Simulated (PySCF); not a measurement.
## TDDFT beside published excitation energies

Published values to compare with (the computed states carry no symmetry labels, so the two lists aren't matched line by line):

```csv
state,E (eV),f,kind of transition,source
3Bu(π→π*),3.84,,vertical absorption,[1]
3Au(Ryd),4.52,,vertical absorption,[1]
1Au(Ryd),4.54,,vertical absorption,[1]
3Bg(Ryd),4.73,,vertical absorption,[1]
1Bg(Ryd),4.75,,vertical absorption,[1]
1Au(Ryd),5.13,,vertical absorption,[1]
1Bg(Ryd),5.14,,vertical absorption,[1]
```

[1] computed, CC3/aug-cc-pVTZ, gas; Loos, Jacquemin, bicyclic systems (2021), arXiv:2109.13894

Compound: C₆H₆N₂.
SMILES: `c1cc2[nH]ccc2[nH]1`

Theory: PySCF 2.14.0, density-fitted response routines, TDDFT CAM-B3LYP/def2-SVPD, vertical, gas phase, core orbitals frozen in the response. Isolated species at its GFN2-xTB geometry, gas phase.

Computed singlets: 5.31 eV (f 0.009); 5.42 eV (f 0.000); 5.59 eV (f 0.404); 6.03 eV (f 0.079); 6.05 eV (f 0.001); 6.05 eV (f 0.000); 6.14 eV (f 0.000); 6.34 eV (f 0.001). Computed triplets (Tamm–Dancoff): 3.70, 4.83, 5.00 eV.

Question: How does the lowest computed singlet compare with the best estimate listed for the lowest singlet (vertical absorption)?

Answer: 5.31 eV against 4.54 eV for 1Au(Ryd) [1]: a difference of +0.77 eV. Geometry and basis of the two calculations needn't be the same.

Question: How does the lowest computed triplet compare with the best estimate listed for the lowest triplet (vertical absorption)?

Answer: 3.70 eV against 3.84 eV for 3Bu(π→π*) [1]: a difference of -0.14 eV. Geometry and basis of the two calculations needn't be the same.
